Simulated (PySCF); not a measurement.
C2H, SMILES [C]#C (connectivity only; charge and spin as stated), charge +1, multiplicity 1.

The structure is a stationary point at PBE0-D3(BJ)/def2-TZVPD. The multiplicity is an assumed one; other spin states were not compared. The isomer is the one that the SMILES or the coordinates give; other isomers of the formula were not compared.

These are HF/def2-TZVPD run with PySCF values and carry that method's errors.

Symmetry labels are those of the subgroup Cs that the program uses (full group Cs).

Computed valence orbital energies around the gap with their symmetry:
| orbital | symmetry | energy (eV) |
|---|---|---|
| HOMO−5 | A' | -318.44 |
| HOMO−4 | A' | -318.25 |
| HOMO−3 | A' | -38.00 |
| HOMO−2 | A' | -29.60 |
| HOMO−1 | A' | -21.88 |
| HOMO | A" | -21.10 |
| LUMO | A' | -10.63 |
| LUMO+1 | A' | -4.58 |
| LUMO+2 | A" | -4.58 |
| LUMO+3 | A' | -2.95 |
